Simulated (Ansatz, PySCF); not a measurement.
Reaction (SMILES): N#[N+][O-] [nitrous oxide] → N#[N+][O-] as doublet, charge +1 + e-

Quantity: adiabatic ionisation energy (0 K, with zero-point energies), in eV. Set-up: 6-31G* and kin with 6d, 5d where marked; non-relativistic; LANL2DZ all-electron up to Ne; 6-311+G** with 5d; open shells spin-unrestricted; no spin-orbit coupling; no dispersion term unless named; frozen cores in correlated levels. Ab initio and DFT rows: single points at B3LYP-D3(BJ) geometries (Ansatz, a first-principles code), with unscaled harmonic terms from B3LYP/6-31G* at its own minima. A UHF reference is markedly spin-contaminated in at least one set, which strains HF and MP2. The spin state of an ion or metal species was assumed, not searched.

```
level                            program  adiabatic ionisation energy (0 K, with zero-point energies) (eV)
------------------------  --------------  ----------------------------------------------------------------
HF/STO-3G                         Ansatz                                                              8.30
HF/6-31G*                         Ansatz                                                             11.11
PBE/3-21G                         Ansatz                                                             12.52
B3LYP/STO-3G                      Ansatz                                                             10.84
B3LYP/3-21G                       Ansatz                                                             12.52
B3LYP/LANL2DZ                     Ansatz                                                             12.78
PBE0/6-311+G**                    Ansatz                                                             12.82
MP2/6-311+G**                     Ansatz                                                             13.79
B3PW91/6-31G* (5d)                 PySCF                                                             12.80
B3LYP-D3(BJ)/def2-TZVPD   Ansatz + dftd3                                                             12.86
wB97M-V/def2-TZVPD                Ansatz                                                             12.73
B2PLYP-D3(BJ)/def2-TZVPD  Ansatz + dftd3                                                             12.97
```

No value to compare with is used here. The 9 habitual levels span 8.30 (HF/STO-3G) to 13.79 eV (MP2/6-311+G**); wB97M-V/def2-TZVPD gives 12.73.

The levels are drawn from those run, B3LYP/6-31G* more often than the rest, none by its result; runs whose electronic state is in doubt are left out.
